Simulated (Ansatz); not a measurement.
hcp Zn

Calculation: rVV10 in Ansatz (plane waves, PAW).

Settings: plane-wave cutoff 520 eV, 24×24×12 k mesh (along the axes of the cell as run), Fermi–Dirac smearing 0.05 eV, scalar-relativistic PAW data made under PBE.

Cell (relaxed at this level):

Zn has the hexagonal space group P6₃/mmc (No. 194), the hcp (Mg type) structure, Pearson symbol hP2. Lattice parameters: a = b = 2.6522 Å, c = 5.1175 Å, α = β = 90.00°, γ = 120.00°. Zn on 2c is surrounded by 6 Zn at 2.652 Å and 6 Zn at 2.982 Å (anticuboctahedral). (Neighbours: up to the widest gap in distance over summed covalent radii, below 1.35, at either atom.)

| Item | Value |
|---|---|
| bulk modulus | 51.6 GPa |
| band gap | none |

Measured, for comparison: bulk modulus 69.7 GPa (zero-point energy and finite temperature contributions removed, our sources range from 64.7 to 69.7; as tabulated in doi:10.1021/acs.jctc.3c00612). Computed (rounded) less measured: bulk modulus -26 % (-20 % to -26 % over the range).

Note: the bulk modulus comes from volumes at which shape and atoms were relaxed.

Ansatz is a quantum-chemistry and plane-wave program.
